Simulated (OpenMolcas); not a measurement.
BH3S (SMILES BS): methods side by side

BH3S: 5 atoms, total charge 0, spin state singlet. SMILES: `BS`. Geometry: relaxed at PBE0-D4/def2-TZVP.

```xyz
5

B    -0.3921   -0.4210    0.0881
S     0.1617    1.2369   -0.1543
H    -1.5629   -0.5564    0.2642
H     0.3671   -1.3376    0.0742
H     1.4761    1.0044   -0.3136
```

Each level gives the energy change with the B1–S2 bond stretched from 1.765 to 3.529 Å (eV). The values are calculated.

```csv
level,kind,program,value (eV),less FCI/STO-3G,CPU time (all runs)
HF/STO-3G (restricted),Hartree–Fock,OpenMolcas,9.22,+3.44,2.7 s
SVWN5/STO-3G (restricted),LDA,OpenMolcas,7.77,+1.99,7.9 s
PBE0/STO-3G (restricted),global hybrid,OpenMolcas,7.92,+2.14,7.3 s
B2PLYP/STO-3G (restricted),double hybrid,OpenMolcas,7.27,+1.49,6.7 s
MP2/STO-3G (restricted),perturbation theory,OpenMolcas,7.14,+1.36,2.8 s
ACPF/STO-3G (restricted),coupled cluster or CI,OpenMolcas,2.15,-3.63,3 s
CCSD(T)/STO-3G (restricted),coupled cluster or CI,OpenMolcas,5.75,-0.03,3.8 s
FCI/STO-3G,exact in the basis,OpenMolcas,5.78,0.00,22 s
```

FCI/STO-3G is exact within its basis and frozen core, so for wave-function methods in that basis the difference is their error; functionals converge differently with the basis, so for them it is only a difference. Spin-restricted single references rise too steeply as a bond breaks, Hartree–Fock most of all. Perturbation and coupled-cluster corrections on them can overshoot downwards. The first shape isn't each level's own minimum. The values span 2.15 to 9.22 eV. All rows use very small basis sets, so even the best lies far from the true value. CPU times are rough (shared hosts, several kinds of processor): they show what a rung costs within a factor of a few.
